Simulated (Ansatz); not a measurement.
# CH₆N₂ (SMILES NCN): single points off equilibrium

An exercise on one series of results from a longer session: the logs are not shown, and one member is left open.

Program: Ansatz 0.2.0, Gaussian basis. Level of theory: single points in def2-TZVPP. These are calculated values, not measurements.

Cores are frozen in the correlated methods.

## The starting structure

SMILES `NCN`, 9 atoms, charge 0, spin multiplicity 1.

Atoms are counted from 1 here; the program's logs count them from 0.

Bond lengths: N1–C2 1.449 Å, N1–H4 0.890 Å, N1–H5 1.008 Å, C2–N3 1.547 Å, C2–H6 1.294 Å, C2–H7 0.976 Å, N3–H8 0.856 Å, N3–H9 1.066 Å. Angles: C2–N1–H4 123.4°, C2–N1–H5 108.8°, H4–N1–H5 87.7°, N1–C2–N3 112.1°, N1–C2–H6 102.9°, N1–C2–H7 94.3°, N3–C2–H6 102.2°, N3–C2–H7 119.6°, H6–C2–H7 124.2°, C2–N3–H8 110.1°, C2–N3–H9 118.7°, H8–N3–H9 102.8°.

Coordinates:

```mol
CH6N2
  3D, bonds by distance, orders not assigned

  9  8  0  0  0  0  0  0  0  0999 V2000
   -0.8214    0.4734   -0.8828 N   0  0
    0.4713    0.0949   -0.3484 C   0  0
    0.3428   -0.8289    0.8859 N   0  0
   -1.4639   -0.1126   -1.0725 H   0  0
   -1.4013    0.8044   -0.1271 H   0  0
    0.8987    1.1968    0.1787 H   0  0
    0.7954   -0.2714   -1.1932 H   0  0
    1.1199   -1.0427    1.1754 H   0  0
   -0.1378   -0.4513    1.7590 H   0  0
  1  2  8  0
  1  4  8  0
  1  5  8  0
  2  3  8  0
  2  6  8  0
  2  7  8  0
  3  8  8  0
  3  9  8  0
M  END
```

The first run:

Contents of run/in.yaml:

```yaml
crystal:
  periodic: [false, false, false]
  atoms:
    - {symbol: N, position_ang: [-0.821400, 0.473400, -0.882800]}
    - {symbol: C, position_ang: [0.471300, 0.094900, -0.348400]}
    - {symbol: N, position_ang: [0.342800, -0.828900, 0.885900]}
    - {symbol: H, position_ang: [-1.463900, -0.112600, -1.072500]}
    - {symbol: H, position_ang: [-1.401300, 0.804400, -0.127100]}
    - {symbol: H, position_ang: [0.898700, 1.196800, 0.178700]}
    - {symbol: H, position_ang: [0.795400, -0.271400, -1.193200]}
    - {symbol: H, position_ang: [1.119900, -1.042700, 1.175400]}
    - {symbol: H, position_ang: [-0.137800, -0.451300, 1.759000]}
basis:
  gaussian: {orbitals: def2-TZVPP}
correlation: {method: ccsd_t}
output: {forces: true}
```

No record of the launch command was kept for these runs.

Among the steps run: CCSD(T)/def2-TZVPP; PBE0-D4/def2-TZVPP; wB97M-V/def2-TZVPP; r2SCAN-D4/def2-TZVPP; PBE-D4/def2-TZVPP; BHLYP-D4/def2-TZVPP; wB97X-V/def2-TZVPP.

One table of the session follows, with a row left open; its other results are not shown here.

| method | RMS force component (eV/Å) | angle to CCSD(T) forces (°) | dipole (D) |
| --- | --- | --- | --- |
| CCSD(T) | 4.596 | reference | 1.41 |
| PBE0-D4 | 4.616 | 1.6 | 1.42 |
| wB97M-V | 4.562 | 0.9 | 1.42 |
| r2SCAN-D4 | ? | ? | ? |
| PBE-D4 | 4.645 | 2.3 | 1.37 |
| BHLYP-D4 | 4.498 | 3.2 | 1.44 |
| wB97X-V | 4.637 | 0.9 | 1.44 |

**Question.** Estimate the row for r2SCAN-D4.

The run gave: RMS force component (eV/Å): 4.569; angle to CCSD(T) forces (°): 0.8; dipole (D): 1.38. In the column «RMS force component (eV/Å)» it lies between wB97M-V (4.562) and CCSD(T) (4.596).
